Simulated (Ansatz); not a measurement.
**GeH, doublet in cc-pVQZ: errors against UCCSDT(Q)**

Geometry: a point of a stretch scan, not a stationary point.

```json
{"atom": "Ge", "x (Å)": "0.0000", "y (Å)": "0.0000", "z (Å)": "0.0000"}
{"atom": "H", "x (Å)": "0.0000", "y (Å)": "0.0000", "z (Å)": "5.4860"}
```

Basis cc-pVQZ; Ansatz 0.2.0. Correlated methods freeze the noble-gas cores and the filled d shells of p-block atoms, which leaves 5 electrons in 84 orbitals. Prefix R: restricted or restricted open-shell reference; prefix U: unrestricted. Active spaces: pair = (3e, 3o) about the gap; valence = (5e, 5o) chosen from the atoms' valence shells. No spin–orbit coupling is included, and no scalar relativity.

Full CI isn't at hand for all of this; UCCSDT(Q) serves as the reference, and is uncertain by the last step of the cluster series or more. The frozen core follows each run's orbitals, which can shift R against U totals by a few meV for light atoms and by up to 0.1 eV past Ca.

Unrestricted rows (U) aren't spin-pure: their determinants' ⟨S²⟩ exceeds S(S+1) by up to 1.01, so they mix in states of higher spin.

The R cluster runs have T1 = 0.530 on a determinant 2.66 eV above the lowest RHF solution, too large to trust, so RMP2, RCCSD, RCCSD(T), RCCSDT(Q), RCCSDT aren't compared. BCCD(T) turns its orbitals far from the restricted determinant (T1 = 0.532 for the singles of that rotation), so its spin and state can't be checked, and it isn't compared.

* UHF ⟨S²⟩: 1.761
* T1 diagnostic (RCCSD): 0.5302
* largest doubles amplitude (RCCSD): 0.112
* T1 diagnostic (UCCSD): 0.0087

| level | E − E(UCCSDT(Q)) (kJ/mol) | wall time |
| --- | --- | --- |
| UHF | 183.3 | – |
| UMP2 | 42.7 | – |
| UCCSD | 7.0 | – |
| UCCSD(T) | 1.4 | 89 s |
| UCCSDT | 0.1 | – |

Run but not shown, since their state, orbitals or frozen core can't be matched to the reference's or they repeat it: RHF, RMP2, RCCSD, RCCSD(T), BCCD(T), RCCSDT, RCCSDT(Q), CASSCF (pair space), NEVPT2 (pair space), MRCISD (pair space), MRCISD+Q (pair space), CASSCF (valence space), NEVPT2 (valence space), NEVPT4(SD) (valence space), MRCISD (valence space), MRCISD+Q (valence space).

Times hold each run's SCF and search for its determinant on a shared host, so for small cases they say little of a method's own cost; they ran on 1 thread of AMD EPYC 7R13. Some runs computed forces too.

Natural occupations of CASSCF (valence space) about the gap: 1.966 1.025 1.000 0.974 0.035; effectively unpaired electrons, Σ n²(2−n)², 3.01.
